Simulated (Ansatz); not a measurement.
# CH3FS: taking an electron away

The task here is to estimate one member of a computed series from the others.

Computed with Ansatz 0.2.0, Gaussian basis. Level: unrestricted cation, the program's frozen cores in correlated methods.

Plan: UKS PBE-D4/def2-TZVPP; UKS r2SCAN-D4/def2-TZVPP; UKS PBE0-D4/def2-TZVPP; UKS B3LYP-D4/def2-TZVPP; UKS wB97X-V/def2-TZVPP; UKS wB97M-V/def2-TZVPP; UKS B2PLYP/def2-TZVPP; UHF-CCSD(T)/def2-TZVPP; UHF-MP2/def2-QZVPP; extrapolation to the limit; then −ε(HOMO) from the neutral's earlier runs with LDA (SPW92), PBE-D4, revPBE-D4, BLYP-D4, r2SCAN-D4, B97M-V, PBE0-D4, B3LYP-D4, r2SCANh-D4, r2SCAN0-D4, HSE06-D4, BHLYP-D4, CAM-B3LYP-D4, LC-ωPBE, ωB97X-V, ωB97M-V.

### Structure used throughout

All runs share one geometry, relaxed beforehand with PBE0-D4 in a triple-zeta def2 set.

SMILES `FCS`, 6 atoms, charge 0, spin multiplicity 1.

Atoms are counted from 1 here; the program's logs count them from 0.

Bond lengths: F1–C2 1.375 Å, C2–S3 1.789 Å, C2–H4 1.090 Å, C2–H5 1.092 Å, S3–H6 1.343 Å. Angles: F1–C2–S3 113.1°, F1–C2–H4 108.1°, F1–C2–H5 108.5°, S3–C2–H4 110.8°, S3–C2–H5 106.3°, H4–C2–H5 110.1°, C2–S3–H6 96.6°.

The first run:

Input file in.yaml:

```yaml
crystal:
  periodic: [false, false, false]
  atoms:
    - {symbol: F, position_ang: [0.652125, 0.095509, -1.389599]}
    - {symbol: C, position_ang: [-0.015566, -0.390813, -0.290691]}
    - {symbol: S, position_ang: [-0.793419, 0.893189, 0.681652]}
    - {symbol: H, position_ang: [0.693363, -0.957253, 0.313682]}
    - {symbol: H, position_ang: [-0.820457, -1.043541, -0.634955]}
    - {symbol: H, position_ang: [0.325952, 1.338909, 1.273811]}
basis:
  gaussian: {orbitals: def2-TZVPP}
total_charge: 1
magnetization: {spin_polarized: true, initial_magnetization: 1}
hamiltonian: {xc: pbe, dispersion: d4}
```

On the command line:

```sh
> ansatz run in.yaml --threads 2 --pin off --events-out ev --progress --plain --max-ram 4352MiB
```

Steps of the session up to this table: Cation, UKS PBE-D4/def2-TZVPP; Cation, UKS r2SCAN-D4/def2-TZVPP; Cation, UKS PBE0-D4/def2-TZVPP; Cation, UKS B3LYP-D4/def2-TZVPP; Cation, UKS wB97X-V/def2-TZVPP; Cation, UKS wB97M-V/def2-TZVPP; Cation, UKS B2PLYP (frozen core)/def2-TZVPP; Cation, UHF-CCSD(T)/def2-TZVPP; Cation, UHF-MP2/def2-QZVPP.

One table of the session follows, with a row left open; its other results are not shown here.

For comparison, −ε(HOMO) of the neutral from earlier runs:

| functional | −ε(HOMO) (eV) |
| --- | --- |
| LDA (SPW92) | ? |
| PBE-D4 | 6.29 |
| revPBE-D4 | 6.24 |
| BLYP-D4 | 6.14 |
| r2SCAN-D4 | 6.57 |
| B97M-V | 6.66 |
| PBE0-D4 | 7.57 |
| B3LYP-D4 | 7.33 |
| r2SCANh-D4 | 7.05 |
| r2SCAN0-D4 | 7.75 |
| HSE06-D4 | 7.17 |
| BHLYP-D4 | 8.72 |
| CAM-B3LYP-D4 | 8.95 |
| LC-ωPBE | 10.39 |
| ωB97X-V | 9.99 |
| ωB97M-V | 9.82 |

Estimate the missing values for LDA (SPW92).

The run gave: −ε(HOMO) (eV): 6.43. In the column «−ε(HOMO) (eV)» it lies between PBE-D4 (6.29) and r2SCAN-D4 (6.57).
